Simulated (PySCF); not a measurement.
# Ionisation energy of Ne by level of theory

Ne [Ne] (1S) → Ne⁺ [He] 2s2 2p5 (2P), as a difference of total energies. Calculation: PySCF 2.14, in aug-cc-pCVQZ-DK; the spin-free X2C one-electron Hamiltonian (Gaussian nucleus). Correlated levels: valence: 1s2 frozen; valence and next inner shell: nothing frozen. The calculations carry no spin-orbit coupling.

```json
{"method": "UHF", "ionisation energy (eV)": "19.641", "plus first-order spin-orbit estimate": "19.608", "error of that sum (eV)": "-1.957"}
{"method": "LDA", "ionisation energy (eV)": "22.174", "plus first-order spin-orbit estimate": "22.141", "error of that sum (eV)": "+0.576"}
{"method": "PBE", "ionisation energy (eV)": "21.645", "plus first-order spin-orbit estimate": "21.612", "error of that sum (eV)": "+0.047"}
{"method": "PBE0", "ionisation energy (eV)": "21.434", "plus first-order spin-orbit estimate": "21.401", "error of that sum (eV)": "-0.164"}
{"method": "r2SCAN", "ionisation energy (eV)": "21.469", "plus first-order spin-orbit estimate": "21.436", "error of that sum (eV)": "-0.129"}
{"method": "BP86", "ionisation energy (eV)": "21.729", "plus first-order spin-orbit estimate": "21.696", "error of that sum (eV)": "+0.131"}
{"method": "wB97X-V", "ionisation energy (eV)": "21.501", "plus first-order spin-orbit estimate": "21.468", "error of that sum (eV)": "-0.097"}
{"method": "BHandHLYP", "ionisation energy (eV)": "21.255", "plus first-order spin-orbit estimate": "21.222", "error of that sum (eV)": "-0.343"}
{"method": "MP2 (valence)", "ionisation energy (eV)": "21.721", "plus first-order spin-orbit estimate": "21.688", "error of that sum (eV)": "+0.123"}
{"method": "SCS-MP2 (valence)", "ionisation energy (eV)": "21.585", "plus first-order spin-orbit estimate": "21.552", "error of that sum (eV)": "-0.013"}
{"method": "MP2 (valence and next inner shell)", "ionisation energy (eV)": "21.739", "plus first-order spin-orbit estimate": "21.706", "error of that sum (eV)": "+0.141"}
{"method": "SCS-MP2 (valence and next inner shell)", "ionisation energy (eV)": "21.595", "plus first-order spin-orbit estimate": "21.562", "error of that sum (eV)": "-0.003"}
```

Reference: 21.565 eV (measured; NIST Atomic Spectra Database, ionization energies).

A first-order spin-orbit estimate (lowest level to lowest level, LS coupling) adds -0.033 eV.

Errors of the correlated levels include the incompleteness of this basis and the frozen core.
